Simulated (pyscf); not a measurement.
PySCF, gas phase, ωB97X-D3(BJ)/def2-SVP geometries.

Estimate by transition-state theory the rate constant of H₂Se + Cl–Ge:–Cl [singlet] → Cl–Ge:–SeH [singlet] + HCl (singlet surface; H–Se, Cl–Ge broken, Ge–Se, Cl–H formed) at 600 K, with ωB97M-D3(BJ)/def2-TZVP energies (ideal gas, 1 atm, RRHO with modes under 100 cm⁻¹ raised to 100, one conformer, R ln 2 for chiral ones without a mode under 150 cm⁻¹; no tunnelling).

The electronic barrier is 7.2 kcal/mol and the thermal terms add +20.7, so ΔG‡ = 27.8 kcal/mol. With k_BT/h = 1.25e+13 s⁻¹ and RT = 1.192 kcal/mol, and a volume of 8.18e-20 cm³ per molecule at 1 atm, k = 7.5e-17 cm³ molecule⁻¹ s⁻¹. Wigner's tunnelling factor for 764i cm⁻¹ would be 1.14. A shift of 1 kcal/mol in the barrier changes k by a factor 2.3. On the reactant side the descent ends in an adduct with a Ge–Se contact, 13.0 kcal/mol under the separated species and 15.0 kcal/mol under the saddle at ωB97X-D3(BJ)/def2-TZVP. On the product side the descent ends in a complex, 5.6 kcal/mol under the separated species and 7.0 kcal/mol under the saddle at ωB97X-D3(BJ)/def2-TZVP. What is counted as formed (Ge–Se) is already present as a longer contact in the reactant adduct; forming that adduct is a step of its own. At ωB97X-D3(BJ)/def2-TZVP the barrier from the zero used here is 2.0 kcal/mol. One saddle was located; it need not be the lowest between these sides. Elements up to Kr have no core potential and no relativistic terms here.
